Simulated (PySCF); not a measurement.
C4H6O2.
Numbering: `[CH2:1]=[CH:2][O:3][C:4]([CH3:5])=[O:6]` (hydrogens: H7, H8 on C1; H9 on C2; H10, H11, H12 on C5)

Structure used (GFN2-xTB), in Å, numbered top down from 1:
```
atom  x, y, z in Å
C1    -2.284    0.172    1.080
C2    -1.309   -0.423    0.418
O3    -0.137    0.238    0.133
C4     0.826   -0.416   -0.549
C5     2.017    0.478   -0.752
O6     0.726   -1.550   -0.929
H7    -2.192    1.189    1.416
H8    -3.195   -0.351    1.298
H9    -1.350   -1.443    0.057
H10    2.399    0.798    0.214
H11    2.787   -0.057   -1.300
H12    1.714    1.364   -1.305
```

Theory: CAM-B3LYP/def2-SVPD in PySCF (dipole) on a GFN2-xTB geometry, gas phase.

Masses are those of the commonest isotopes; rigid-rotor values at the optimised geometry. The values belong to one conformer with, in the numbering `[CH2:1]=[CH:2][O:3][C:4]([CH3:5])=[O:6]`, C1–C2–O3–C4 180°, C2–O3–C4–C5 180°.

Give the principal moments of inertia and the rotational constants in cm⁻¹.

Ia = 53.31, Ib = 224.63, Ic = 274.81 u·Å²; 505379 MHz·u·Å²/I gives 9480, 2250 and 1839 MHz, that is A = 0.31621, B = 0.07505, C = 0.06134 cm⁻¹.

Classify the top.

An asymmetric top: κ = (2 × 2250 − 9480 − 1839)/(9480 − 1839) = -0.89.

What does the inertial defect say?

Not planar: Δ = Ic − Ia − Ib = -3.12 u·Å². For a rigid frame Δ = −2 Σ m c², so Σ m c² = 1.56 u·Å² lies off the ab plane, practically all of it from hydrogen. The atom farthest from that plane is 0.88 Å away.

List the rotational levels J(Ka,Kc) to J = 2 (K).

Above 0(0,0), as E/k:
J = 1: 1(0,1) 0.196, 1(1,1) 0.543, 1(1,0) 0.563
J = 2: 2(0,2) 0.588, 2(1,2) 0.916, 2(1,1) 0.975, 2(2,1) 2.016, 2(2,0) 2.017
Those of J = 1 are B + C, A + C and A + B.

Which types of transition are allowed, and where do some lines up to J = 3 fall?

The dipole components are |μa| = 0.22 D, |μb| = 1.93 D, |μc| = 0.00 D; the mirror of this Cs structure is the ab plane, so μc vanishes by symmetry and there are no c-type lines. The squared components, which scale the intensities, stand as 0.01 : 1.00 (a : b). Some lines, for components of 0.1 D or more:

| type | branch | J(Ka,Kc) | MHz | lower level (cm⁻¹) |
| --- | --- | --- | --- | --- |
| b | R | 2(0,2) ← 1(1,1) | 931 | 0.378 |
| a | Q | 2(1,1) ← 2(1,2) | 1233 | 0.637 |
| a | Q | 3(1,2) ← 3(1,3) | 2465 | 1.025 |
| a | R | 1(0,1) ← 0(0,0) | 4089 | 0.000 |
| b | R | 3(0,3) ← 2(1,2) | 5363 | 0.637 |
| b | Q | 1(1,0) ← 1(0,1) | 7641 | 0.136 |
| a | R | 2(0,2) ← 1(0,1) | 8161 | 0.136 |
| a | R | 2(1,1) ← 1(1,0) | 8589 | 0.391 |
| b | Q | 3(1,2) ← 3(0,3) | 8742 | 0.816 |
| b | R | 1(1,1) ← 0(0,0) | 11319 | 0.000 |
| a | R | 3(1,3) ← 2(1,2) | 11640 | 0.637 |
| a | R | 3(0,3) ← 2(0,2) | 12199 | 0.409 |
| a | R | 3(2,2) ← 2(2,1) | 12267 | 1.401 |
| b | R | 3(1,3) ← 2(0,2) | 18476 | 0.409 |
| b | Q | 2(2,0) ← 2(1,1) | 21706 | 0.678 |
| b | R | 2(2,1) ← 1(1,0) | 30278 | 0.391 |
| b | R | 2(2,0) ← 1(1,1) | 30706 | 0.378 |
| b | R | 3(2,2) ← 2(1,1) | 33956 | 0.678 |
| b | Q | 3(3,1) ← 3(2,2) | 37187 | 1.810 |
| b | R | 3(3,1) ← 2(2,0) | 49436 | 1.402 |

No frequency check. Zero-point vibration and centrifugal distortion are left out. A rigid rotor knows nothing of internal rotation, which can split or shift real lines.
